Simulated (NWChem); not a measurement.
Everything below was run with NWChem. System: H₂P, charge 0, spin multiplicity 2, displaced from the optimised geometry. The structure started from a generated list of species. Its SCF solution wasn't tested for a lower state. Level: UBLYP/def2-TZVP.

Output (cleaned and shortened):

```
             Northwest Computational Chemistry Package (NWChem) 7.3.0
             --------------------------------------------------------

                                NWChem Input Module
                                -------------------

 Scaling coordinates for geometry "geometry" by  1.889725989
 (inverse scale =  0.529177249)

 Turning off AUTOSYM since
 SYMMETRY directive was detected!

                             Geometry "geometry" -> ""
                             -------------------------

 Output coordinates in angstroms (scale by  1.889725989 to convert to a.u.)

  No.       Tag          Charge          X              Y              Z
 ---- ---------------- ---------- -------------- -------------- --------------
    1 P                   15.0000     0.00000000     0.00000000     0.12199200
    2 H                    1.0000     1.04944300     0.00000000    -0.91494400
    3 H                    1.0000    -1.04944300     0.00000000    -0.91494400

 Effective nuclear repulsion energy (a.u.)      11.0127210059

            Nuclear Dipole moment (a.u.)
            ----------------------------
        X                 Y               Z
 ---------------- ---------------- ----------------
     0.0000000000     0.0000000000    -0.0000151178

      Symmetry information
      --------------------

 Group name             C2v
 Group number             16
 Group order               4
 No. of unique centers     2

      Symmetry unique atoms

     1    2


 Summary of "ao basis" -> "" (spherical)
 ------------------------------------------------------------------------------
       Tag                 Description            Shells   Functions and Types
 ---------------- ------------------------------  ------  ---------------------
 *                         def2-tzvp                  on all atoms

                                 NWChem DFT Module
                                 -----------------

 Summary of "ao basis" -> "ao basis" (spherical)
 ------------------------------------------------------------------------------
       Tag                 Description            Shells   Functions and Types
 ---------------- ------------------------------  ------  ---------------------
 P                         def2-tzvp                13       37   5s5p2d1f
 H                         def2-tzvp                 4        6   3s1p

 Summary of "ao basis" -> "ao basis" (spherical)
 ------------------------------------------------------------------------------
[...]
           0.000000000000           0.000000000000           7.927395111912

     Multipole analysis of the density
     ---------------------------------

     L   x y z        total         alpha         beta         nuclear
     -   - - -        -----         -----         ----         -------
     0   0 0 0     -0.000000     -9.000000     -8.000000     17.000000

     1   1 0 0      0.000000      0.000000      0.000000      0.000000
     1   0 1 0     -0.000000     -0.000000     -0.000000      0.000000
     1   0 0 1     -0.175311     -0.161051     -0.014245     -0.000015

     2   2 0 0    -10.595342     -9.786558     -8.674629      7.865845
     2   1 1 0     -0.000000     -0.000000     -0.000000      0.000000
     2   1 0 1     -0.000000     -0.000000     -0.000000      0.000000
     2   0 2 0    -11.333304     -7.722459     -3.610845      0.000000
     2   0 1 1      0.000000      0.000000     -0.000000      0.000000
     2   0 0 2    -11.541293     -9.690467     -8.626834      6.776008

            General Information
            -------------------
          SCF calculation type: DFT
          Wavefunction type:  spin polarized.
          No. of atoms     :     3
          No. of electrons :    17
           Alpha electrons :     9
            Beta electrons :     8
          Charge           :     0
          Spin multiplicity:     2
          Use of symmetry is: on ; symmetry adaption is: on
          Maximum number of iterations: 100
          AO basis - number of functions:    49
                     number of shells:    21
          Convergence on energy requested:  1.00D-04
          Convergence on density requested:  1.00D-03
          Convergence on gradient requested:  5.00D-03

              XC Information
              --------------
                    Becke 1988 Exchange Functional  1.000
              Lee-Yang-Parr Correlation Functional  1.000

             Grid Information
             ----------------
          Grid used for XC integration:  medium
          Radial quadrature: Mura-Knowles
          Angular quadrature: Lebedev.
          Tag              B.-S. Rad. Rad. Pts. Rad. Cut. Ang. Pts.
          ---              ---------- --------- --------- ---------
          P                   1.00       88           7.0       590
          H                   0.35       45           8.0       434
          Grid pruning is: on
          Number of quadrature shells:   133
          Spatial weights used:  Erf1

          Convergence Information
          -----------------------
          Convergence aids based upon iterative change in
          total energy or number of iterations.
          Levelshifting, if invoked, occurs when the
          HOMO/LUMO gap drops below (HL_TOL):  1.00D-02
          DIIS, if invoked, will attempt to extrapolate
          using up to (NFOCK): 10 stored Fock matrices.

                    Damping( 0%)  Levelshifting(0.5)       DIIS
                  --------------- ------------------- ---------------
          dE  on:    start            ASAP                start
          dE off:    2 iters        100 iters           100 iters

      Screening Tolerance Information
      -------------------------------
          Density screening/tol_rho:  1.00D-10
          AO Gaussian exp screening on grid/accAOfunc:   9
          CD Gaussian exp screening on grid/accCDfunc:  20
          XC Gaussian exp screening on grid/accXCfunc:  20
          Schwarz screening/accCoul:  1.00D-08

                            NWChem DFT Gradient Module
                            --------------------------

  charge          =   0.00
  wavefunction    = open shell

  Using symmetry

                         DFT ENERGY GRADIENTS

    atom               coordinates                        gradient
                 x          y          z           x          y          z
   1 P       0.000000   0.000000   0.230531    0.000000   0.000000   0.019429
   2 H       1.983160   0.000000  -1.728993    0.009511   0.000000  -0.009714
   3 H      -1.983160   0.000000  -1.728993   -0.009511   0.000000  -0.009714

                 ----------------------------------------
                 |  Time  |  1-e(secs)   |  2-e(secs)   |
                 ----------------------------------------
                 |  CPU   |       0.00   |       0.40   |
                 ----------------------------------------
                 |  WALL  |       0.00   |       0.40   |
                 ----------------------------------------

 Task  times  cpu:        1.5s     wall:        1.5s

 Total times  cpu:        1.5s     wall:        1.5s
```

### Question
Write an NWChem input that would produce this output.

### Answer
This is not unique; one that fits is 
```
start mol
memory heap 200 mb stack 900 mb global 1100 mb
geometry units angstroms nocenter noautoz
  P      0.000000     0.000000     0.121992
  H      1.049443     0.000000    -0.914944
  H     -1.049443     0.000000    -0.914944
  symmetry group C2v
end
basis spherical
  * library def2-tzvp
end
dft
  xc becke88 lyp
  odft
  mult 2
  semidirect memsize 60000000 filesize 0
  iterations 100
  convergence energy 1e-4 density 1e-3 gradient 5e-3
end
task dft gradient
```
